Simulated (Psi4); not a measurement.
# [AlH4]− (SMILES [AlH4-]): levels of theory compared

Aim: a comparison of 4 runs (PBE0/def2-SVP, MP2/6-31G*, REMP2/6-31+G*, OLCCD/6-31+G**) of [AlH4]−. 

The calculation is run with Psi4 1.11.

4 further runs of the same task are left out: 4 set aside as unsound or not needed.

## 1. Starting point

[AlH4]−: 5 atoms, total charge -1, spin state singlet. As SMILES, `[AlH4-]`. The shape comes from GFN2-xTB, which is rough for such elements, and wasn't checked as a minimum.

Bond lengths: Al1–H2 1.628 Å, Al1–H3 1.628 Å, Al1–H4 1.628 Å, Al1–H5 1.627 Å. Angles: H2–Al1–H3 109.4°, H2–Al1–H4 109.5°, H2–Al1–H5 109.4°, H3–Al1–H4 109.5°, H3–Al1–H5 109.4°, H4–Al1–H5 109.6°.

## 2. Energy and forces at PBE0/def2-SVP (run 1)

The input, alh4.inp:

```
memory 1600 mb

molecule geom {
  -1 1
  Al
  H 1 1.627551
  H 1 1.627531 2 109.37042
  H 1 1.627512 3 109.50449 2 120.04814
  H 1 1.627205 4 109.55458 3 -120.0153
  symmetry c1
  no_reorient
  no_com
}

set {
  basis                def2-SVP
  reference            rks
  puream               true
  e_convergence        1e-09
  d_convergence        1e-08
  scf_type             pk
  dft_radial_points    99
  dft_spherical_points 590
}

e_tot, wfn = gradient('pbe0', return_wfn=True)
oeprop(wfn, 'QUADRUPOLE', 'MULLIKEN_CHARGES', 'LOWDIN_CHARGES')
print_variables()
```

Launch:

```
$ psi4 alh4.inp alh4.out -n 1
```

alh4.out:

```text
[...]
  Running in c1 symmetry.
[...]
  Nuclear repulsion =   18.102886165227400
[...]
  Multiplicity = 1
[...]
  Nalpha       = 9
  Nbeta        = 9
[...]
    Number of basis functions: 38
[...]
   @RKS iter   1:  -244.57415195230251   -4.66224e-01   6.11949e-03 ADIIS/DIIS
[...]
   @RKS iter   8:  -244.63600503756260   -1.42109e-13   8.23017e-10 DIIS
[...]
    Orbital Energies [Eh]
    ---------------------
    Doubly Occupied:
       1A    -55.876642     2A     -3.914208     3A     -2.446305
       4A     -2.446302     5A     -2.446297     6A     -0.209856
       7A     -0.077326     8A     -0.077154     9A     -0.077058
[...]
  @RKS Final Energy:  -244.63600503756260
   => Energetics <=
    Nuclear Repulsion Energy =             18.1028861652273996
    One-Electron Energy =                -379.5226209440330649
    Two-Electron Energy =                 132.0336247258937021
    DFT Exchange-Correlation Energy =     -15.2498949846506324
    Empirical Dispersion Energy =           0.0000000000000000
    VV10 Nonlocal Energy =                  0.0000000000000000
    Total Energy =                       -244.6360050375625974
[...]
  -Total Gradient:
     Atom            X                  Y                   Z
    ------   -----------------  -----------------  -----------------
       1       -0.000051567589    -0.000154240111    -0.000086283090
       2        0.000057978372     0.000065242514    -0.005263944053
       3        0.000044489096    -0.004958278671     0.001799301506
       4        0.004261838063     0.002491544275     0.001746102460
       5       -0.004312568839     0.002555667924     0.001805483228
[...]
 Multipole Moments:
 ------------------------------------------------------------------------------------
     Multipole            Electronic (a.u.)      Nuclear  (a.u.)        Total (a.u.)
 ------------------------------------------------------------------------------------
 L = 1.  Multiply by 2.5417464519 to convert [e a0] to [Debye]
 Dipole X            :         -0.0043817            0.0024927           -0.0018890
 Dipole Y            :         -0.0062673            0.0034269           -0.0028404
 Dipole Z            :         -0.0031766            0.0017230           -0.0014536
 Magnitude           :                                                    0.0037079
 L = 2.  Multiply by 1.3450342976 to convert [e a0^2] to [Debye ang]
 Quadrupole XX       :        -30.9608253           12.6225904          -18.3382350
 Quadrupole XY       :         -0.0101000            0.0084953           -0.0016047
[...]
```

It took 7.5 s on 1 thread of Intel Xeon Platinum 8488C (Sapphire Rapids), shared host; peak memory 0.53 GiB.

## 3. A single-point energy at MP2/6-31G(d) (spherical functions) (run 2)

The input, job.dat:

```
memory 1600 mb

molecule {
  -1 1
  Al
  H 1 r2
  H 1 r3 2 a3
  H 1 r4 3 a4 2 d4
  H 1 r5 4 a5 3 d5

  r2 = 1.627551
  r3 = 1.627531
  a3 = 109.37042
  r4 = 1.627512
  a4 = 109.50449
  d4 = 120.04814
  r5 = 1.627205
  a5 = 109.55458
  d5 = -120.0153
  symmetry c1
  no_reorient
  no_com
}

set puream true
set e_convergence 1e-09
set d_convergence 1e-08
set scf_type pk
set num_frozen_docc 5
set mp2_type conv

energy_value = energy("mp2/6-31G*")
```

Launch:

```
$ psi4 -i job.dat -o job.out -n 1
```

job.out:

```text
[...]
  Running in c1 symmetry.
[...]
  Nuclear repulsion =   18.102886165227400
[...]
  Multiplicity = 1
[...]
  Nalpha       = 9
  Nbeta        = 9
[...]
    Number of basis functions: 26
[...]
   @RHF iter   1:  -244.19462462261399   -7.43662e-01   4.40692e-03 ADIIS/DIIS
[...]
   @RHF iter   8:  -244.21191206398311   -5.40012e-13   2.22228e-09 DIIS
[...]
    Orbital Energies [Eh]
    ---------------------
    Doubly Occupied:
       1A    -58.197496     2A     -4.624421     3A     -2.938274
       4A     -2.938273     5A     -2.938268     6A     -0.351697
       7A     -0.189390     8A     -0.189189     9A     -0.189069
[...]
  @RHF Final Energy:  -244.21191206398311
   => Energetics <=
    Nuclear Repulsion Energy =             18.1028861652273996
    One-Electron Energy =                -379.5174439634794794
    Two-Electron Energy =                 117.2026457342689696
    Total Energy =                       -244.2119120639831067
[...]
 Multipole Moments:
 ------------------------------------------------------------------------------------
     Multipole            Electronic (a.u.)      Nuclear  (a.u.)        Total (a.u.)
 ------------------------------------------------------------------------------------
 L = 1.  Multiply by 2.5417464519 to convert [e a0] to [Debye]
 Dipole X            :         -0.0047814            0.0024927           -0.0022887
 Dipole Y            :         -0.0068099            0.0034269           -0.0033830
 Dipole Z            :         -0.0034487            0.0017230           -0.0017258
 Magnitude           :                                                    0.0044341
[...]
	SCS-MP2 Total Energy (a.u.)        :  -244.28936007404573
	SOS-MP2 Total Energy (a.u.)        :  -244.28745814173911
	SCSN-MP2 Total Energy (a.u.)       :  -244.22195426656214
[...]
	SOS-PI-MP2 Total Energy (a.u.)     :  -244.30004915469846
[...]
	MP2 Total Energy (a.u.)            :  -244.28057292569969
[...]
```

It took 1.6 s on 1 thread of Intel Xeon Platinum 8488C (Sapphire Rapids), shared host; peak memory 0.19 GiB.

## 4. Energy and gradient at REMP2/6-31+G(d) (sfX2C, density fitting, density fitting for correlation, Cartesian functions) (run 3)

The input, input.json:

```json
{
  "schema_name": "qcschema_input",
  "schema_version": 1,
  "molecule": {
    "schema_name": "qcschema_molecule",
    "schema_version": 2,
    "symbols": ["Al", "H", "H", "H", "H"],
    "geometry": [-3.779e-05, 0.00011338, -0.0020409, 2.72783856, -0.95293219, 1.05146251, -2.23548931, -1.14233944, 1.7746985, -0.38520177, -0.97723407, -2.89262268, -0.10709078, 3.07241122, 0.06850257],
    "molecular_charge": -1,
    "molecular_multiplicity": 1
  },
  "driver": "gradient",
  "model": {
    "method": "remp2",
    "basis": "6-31+G*"
  },
  "keywords": {
    "cc_type": "df",
    "scf_type": "df",
    "relativistic": "x2c"
  }
}
```

Launch:

```
$ psi4 --qcschema input.json -n 1 --memory 1600MB
```

stdout:

```text
[...]
  Running in c1 symmetry.
[...]
  Nuclear repulsion =   18.102884363481468
[...]
  Multiplicity = 1
[...]
  Nalpha       = 9
  Nbeta        = 9
[...]
    Number of basis functions: 31
[...]
    WARNING: The X2C and Dirac Hamiltonians have substatially different eigenvalues!
             This is probably caused by the recontraction of the basis set.
[...]
   @DF-RHF iter   1:  -244.59244212139311   -7.65253e-01   4.05048e-03 DIIS/ADIIS
[...]
	DF-MP2 Total Energy (a.u.)         :  -244.69233210823825
[...]
    WARNING: The X2C and Dirac Hamiltonians have substatially different eigenvalues!
             This is probably caused by the recontraction of the basis set.
[...]
	DF-MP2 Total Energy (a.u.)         :  -244.69233138781834
[...]
    WARNING: The X2C and Dirac Hamiltonians have substatially different eigenvalues!
             This is probably caused by the recontraction of the basis set.
[...]
	DF-MP2 Total Energy (a.u.)         :  -244.69232909023387
[...]
    WARNING: The X2C and Dirac Hamiltonians have substatially different eigenvalues!
             This is probably caused by the recontraction of the basis set.
[...]
	DF-MP2 Total Energy (a.u.)         :  -244.69233343210018
[...]
	DF-MP2 Total Energy (a.u.)         :  -244.69236071907369
[...]
   @DF-RHF iter  10:  -244.61296697091501   -2.27374e-13   3.92621e-11 DIIS
[...]
    Orbital Energies [Eh]
    ---------------------
    Doubly Occupied:
       1A    -58.345482     2A     -4.651268     3A     -2.948090
       4A     -2.948083     5A     -2.948081     6A     -0.357105
       7A     -0.194640     8A     -0.194461     9A     -0.194223
[...]
  @DF-RHF Final Energy:  -244.61296697091501
   => Energetics <=
    Nuclear Repulsion Energy =             18.1113581376882884
    One-Electron Energy =                -379.8857832852115735
    Two-Electron Energy =                 117.1614581766082921
    Total Energy =                       -244.6129669709150107
[...]
 Multipole Moments:
 ------------------------------------------------------------------------------------
     Multipole            Electronic (a.u.)      Nuclear  (a.u.)        Total (a.u.)
 ------------------------------------------------------------------------------------
 L = 1.  Multiply by 2.5417464519 to convert [e a0] to [Debye]
 Dipole X            :         -0.0003377            0.0000930           -0.0002447
 Dipole Y            :          0.0012501           -0.0002453            0.0010048
 Dipole Z            :         -0.0098039            0.0045670           -0.0052369
 Magnitude           :                                                    0.0053380
[...]
	DF-MP2 Total Energy (a.u.)         :  -244.69230118733503
[...]
```

The result, in JSON:

```text
{
 "driver": "gradient",
 "model": {
  "method": "remp2",
  "basis": "6-31+G*"
 },
 "success": true,
 "return_result": [-9.487169931912775e-06, 6.630352725369253e-05, -0.00018389925563958563, -0.005421780265622662, 0.0018988262868649749, -0.0019960741482834845, 0.004468508818738799, 0.0022753270890435895, -0.003459546827986816, 0.0007413475398968956, 0.0019039294465036148, 0.005697988262200552, 0.00022141107691887174, -0.0061443863496658604, -5.8468030290657837e-05],
 "properties": {
  "calcinfo_nbasis": 31,
  "calcinfo_nmo": 31,
  "calcinfo_nalpha": 9,
  "calcinfo_nbeta": 9,
  "calcinfo_natom": 5,
  "nuclear_repulsion_energy": 18.10288436348147,
  "return_energy": -244.71187258630584,
  "return_gradient": [-9.487169931912775e-06, 6.630352725369253e-05, -0.00018389925563958563, -0.005421780265622662, 0.0018988262868649749, -0.0019960741482834845, 0.004468508818738799, 0.0022753270890435895, -0.003459546827986816, 0.0007413475398968956, 0.0019039294465036148, 0.005697988262200552, 0.00022141107691887174, -0.0061443863496658604, -5.8468030290657837e-05],
  "mp2_singles_energy": 0.0,
  "mp2_doubles_energy": -0.07933149496731623,
  "mp2_correlation_energy": -0.07933149496730607,
  "mp2_total_energy": -244.69233210823825
 }
}
```

It took 19 s on 1 thread of Intel Xeon Platinum 8488C (Sapphire Rapids), shared host; peak memory 0.21 GiB.

## 5. A single-point energy at OLCCD/6-31+G(d,p) (ZORA, density fitting, density fitting for correlation, Cartesian functions) (run 4)

The input, job.py:

```python
import psi4

psi4.set_memory(1600000000)
psi4.set_num_threads(1)
psi4.core.set_output_file('alh4.out', False)

molecule = psi4.geometry("""
-1 1
Al
H 1 1.627551
H 1 1.627531 2 109.37042
H 1 1.627512 3 109.50449 2 120.04814
H 1 1.627205 4 109.55458 3 -120.0153
symmetry c1
""")

psi4.set_options({
    'basis': '6-31+G**',
    'reference': 'uhf',
    'scf_type': 'df',
    'cc_type': 'df',
    'relativistic': 'zora',
})

e, wfn = psi4.energy("olccd", return_wfn=True)
print(f'olccd energy: {e:.10f} Eh')
```

Launch:

```
$ python job.py
```

alh4.out:

```text
[...]
  Running in c1 symmetry.
[...]
  Nuclear repulsion =   18.102886165227400
[...]
  Multiplicity = 1
[...]
  Nalpha       = 9
  Nbeta        = 9
[...]
    Number of basis functions: 43
[...]
   @DF-UHF iter   1:  -244.85718805544641   -7.67428e-01   3.02561e-03 ADIIS/DIIS
[...]
   @DF-UHF iter   8:  -244.87872104040488   -1.44951e-12   1.80929e-09 DIIS
[...]
   @S^2 Observed:               -2.486899575E-14
[...]
    Orbital Energies [Eh]
    ---------------------
    Alpha Occupied:
       1A    -58.471368     2A     -4.651441     3A     -2.947160
       4A     -2.947160     5A     -2.947155     6A     -0.357076
       7A     -0.194107     8A     -0.193906     9A     -0.193786
    Alpha Virtual:
      10A      0.211576    11A      0.212348    12A      0.212349
      13A      0.212365    14A      0.385780    15A      0.385887
      16A      0.386085    17A      0.520795    18A      0.579286
      19A      0.645350    20A      0.645352    21A      0.645354
      22A      0.885643    23A      0.885648    24A      1.012734
      25A      1.012792    26A      1.012914    27A      1.470673
[...]
  @DF-UHF Final Energy:  -244.87872104040488
   => Energetics <=
    Nuclear Repulsion Energy =             18.1028861652273996
    One-Electron Energy =                -380.1568956966180508
    Two-Electron Energy =                 117.1752884909857784
    Total Energy =                       -244.8787210404048551
  UHF NO Occupations:
  HONO-2 :    7  A 2.0000000
  HONO-1 :    8  A 2.0000000
[...]
 Multipole Moments:
 ------------------------------------------------------------------------------------
     Multipole            Electronic (a.u.)      Nuclear  (a.u.)        Total (a.u.)
 ------------------------------------------------------------------------------------
 L = 1.  Multiply by 2.5417464519 to convert [e a0] to [Debye]
 Dipole X            :         -0.0047450            0.0024927           -0.0022523
 Dipole Y            :         -0.0068067            0.0034269           -0.0033798
 Dipole Z            :         -0.0034521            0.0017230           -0.0017291
 Magnitude           :                                                    0.0044143
[...]
	Warning: cc_lambda option is changed to TRUE
	For this residual convergence, default PCG convergence is:     1.00e-07
[...]
	DF-SCS-MP2 Total Energy (a.u.)     :  -244.99733872648503
	DF-SOS-MP2 Total Energy (a.u.)     :  -245.00374656240157
	DF-SCS(N)-MP2 Total Energy (a.u.)  :  -244.89566726339191
[...]
	DF-MP2 Total Energy (a.u.)         :  -244.98452305465196
[...]
```

Standard output:

```text
olccd energy: -245.0134228456 Eh
```

It took 13 s on 1 thread of Intel Xeon Platinum 8488C (Sapphire Rapids), shared host; peak memory 0.34 GiB.

## 6. All runs side by side

| run | level | task | frozen core orbitals | energy (Eh) | HOMO energy (eV) | LUMO energy (eV) | HOMO–LUMO gap (eV) | wall time |
| --- | --- | --- | --- | --- | --- | --- | --- | --- |
| 1 | PBE0/def2-SVP | gradient | 0 | -244.636005 | -2.10 | 6.96 | 9.06 | 7.5 s |
| 2 | MP2/6-31G* (spherical functions) | energy | 5 | -244.280573 | -5.14 | 9.07 | 14.22 | 1.6 s |
| 3 | REMP2/6-31+G* (sfX2C, density fitting, density fitting for correlation, Cartesian functions) | gradient | 0 | -244.711873 | – | – | – | 19 s |
| 4 | OLCCD/6-31+G** (ZORA, density fitting, density fitting for correlation, Cartesian functions) | energy | 0 | -245.013423 | -5.27 | 5.76 | 11.03 | 13 s |

## 7. Outcome

| quantity | value |
| --- | --- |
| run 4: total energy | -245.01342 Eh |
| run 4: HOMO energy (Hartree–Fock orbitals) | -5.27 eV |
| run 4: LUMO energy (Hartree–Fock orbitals) | 5.76 eV |
| run 4: HOMO–LUMO gap (to an unbound level, set by the basis) | 11.03 eV |
| run 4: correlation energy | -134.7 mEh |

What this shows: Some runs of one species differ in core potentials or relativity; totals across that change don't compare. All runs together took 42 s, the longest 19 s.
